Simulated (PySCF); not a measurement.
**Variants of one PySCF input: NaH**

Base input, run as `OMP_NUM_THREADS=1 python input.py` with PySCF 2.14:

```python
from pyscf import gto, scf, tdscf

mol = gto.M(
    atom='Na 0 0 0; H 0 0 1.895',
    basis='6-31g*',
    charge=0,
    spin=0,
    symmetry=True,
    verbose=4,
)
mf = scf.RHF(mol)
mf = mf.density_fit(auxbasis='def2-universal-jkfit')
mf.kernel()
td = tdscf.TDA(mf)
td.nstates = 6
td.kernel()
td.analyze()
mf.dip_moment()
print('orbital energies (hartree):', mf.mo_energy[..., max(0, mol.nelec[1]-3):mol.nelec[0]+3].round(4))
```

Base result: E(SCF) = -162.372404 Eh, 7 cycles, μz(SCF) = -6.87 D, first singlet excitations without spin–orbit coupling 3.95, 4.77, 4.77, 6.70, 7.63 eV. With symmetry on the solver can miss roots, and labels of degenerate states are those of a subgroup. Stability towards an unrestricted solution was not tested. The bond length is a typed value, not an optimised one.

Hardware: Arm Neoverse V1, 1 thread, shared host. Wall time 0.87 s, peak memory 0.11 GiB.

Each row names what differs from the base; energies in brackets are changes from the base.

| change | result |
| --- | --- |
| geometry: bond 1.895 → bond 2.369 | E(SCF) = -162.359773 Eh (+0.3437 eV), 7 cycles, μz(SCF) = -8.10 D, first singlet excitations without spin–orbit coupling 3.35, 4.26, 4.26, 6.48, 6.94 eV |
| functional: none (Hartree–Fock) → lc_wpbe; SCF type: RHF → RKS; step after the SCF: tda → analyze | E(SCF) = -162.766498 Eh, 7 cycles, μz(SCF) = -6.64 D |
| functional: none (Hartree–Fock) → x3lyp; SCF type: RHF → RKS; step after the SCF: tda → analyze | E(SCF) = -162.816878 Eh, 7 cycles, μz(SCF) = -5.96 D |
| number of roots: 6 → 1 | E(SCF) = -162.372404 Eh (+0.0000 eV), 7 cycles, μz(SCF) = -6.87 D, first singlet excitations without spin–orbit coupling 3.95 eV |
| PCM solvent, dielectric constant: none → 32.6; step after the SCF: tda → analyze | E(SCF) = -162.401737 Eh (-0.7982 eV), 7 cycles, μz(SCF) = -8.19 D |
| length unit: angstrom → bohr [unsound on purpose] | E(SCF) = -162.136907 Eh (+6.4082 eV), 7 cycles, μz(SCF) = -4.59 D, first singlet excitations without spin–orbit coupling 4.47, 4.91, 4.91, 6.48, 7.82 eV |
| geometry: bond 1.895 → bond 1.668 | E(SCF) = -162.365056 Eh (+0.1999 eV), 7 cycles, μz(SCF) = -6.33 D, first singlet excitations without spin–orbit coupling 4.23, 4.99, 4.99, 6.78, 7.90 eV |
| step after the SCF: tda → casci; active space: default → 8 electrons in 6 orbitals | stops with PointGroupSymmetryError (Incomplete 2D-irrep orbitals for cylindrical symmetry.) after the SCF |
| charge: 0 → 1; spin (2S): 0 → 1; SCF type: RHF → UHF [another spin of the ion may lie lower] | E(SCF) = -162.147468 Eh (+6.1208 eV), 7 cycles, ⟨S²⟩ = 0.750, first excitations without spin–orbit coupling 11.17, 12.60, 12.60, 14.08, 15.21 eV |
| DIIS space: default → 12 | E(SCF) = -162.372404 Eh (+0.0000 eV), 7 cycles, μz(SCF) = -6.87 D, first singlet excitations without spin–orbit coupling 3.95, 4.77, 4.77, 6.70, 7.63 eV |
| electric field along z (a.u.): none → 0.01; point-group symmetry: on → off | E(SCF) = -162.347252 Eh (+0.6844 eV), 7 cycles, μz(SCF) = -5.82 D, first singlet excitations without spin–orbit coupling 2.93, 4.23, 4.23, 6.37, 7.00 eV |
| basis set: 6-31g* → minao | E(SCF) = -162.372827 Eh (-0.0115 eV), 5 cycles, μz(SCF) = -5.34 D, first singlet excitations without spin–orbit coupling 6.84, 36.09, 36.12, 36.12, 71.01 eV |
| PCM solvent, dielectric constant: none → 2.27; step after the SCF: tda → analyze | E(SCF) = -162.387731 Eh (-0.4171 eV), 7 cycles, μz(SCF) = -7.65 D |
| charge: 0 → 2; SCF type: RHF → UHF [another spin of the ion may lie lower] | E(SCF) = -161.381376 Eh (+26.9672 eV), 5 cycles, first excitations without spin–orbit coupling 28.01, 28.05, 28.05, 28.12, 28.12 eV |
| geometry: bond 1.895 → bond 1.762 | E(SCF) = -162.369892 Eh (+0.0684 eV), 7 cycles, μz(SCF) = -6.55 D, first singlet excitations without spin–orbit coupling 4.12, 4.91, 4.91, 6.75, 7.80 eV |
| basis set: 6-31g* → tzvp-def2 [unsound on purpose] | stops with BasisNotFoundError (tzvp-def2) |
| PCM solvent, dielectric constant: none → 78.36; step after the SCF: tda → analyze | E(SCF) = -162.402408 Eh (-0.8165 eV), 7 cycles, μz(SCF) = -8.21 D |

**Question.** Order these changes by how far they move the SCF energy from the base, largest first: (1) PCM solvent, dielectric constant: none → 2.27; step after the SCF: tda → analyze; (2) PCM solvent, dielectric constant: none → 32.6; step after the SCF: tda → analyze; (3) PCM solvent, dielectric constant: none → 78.36; step after the SCF: tda → analyze; (4) electric field along z (a.u.): none → 0.01; point-group symmetry: on → off.

**Answer.** (3) -0.8165 eV, (2) -0.7982 eV, (4) +0.6844 eV, (1) -0.4171 eV.
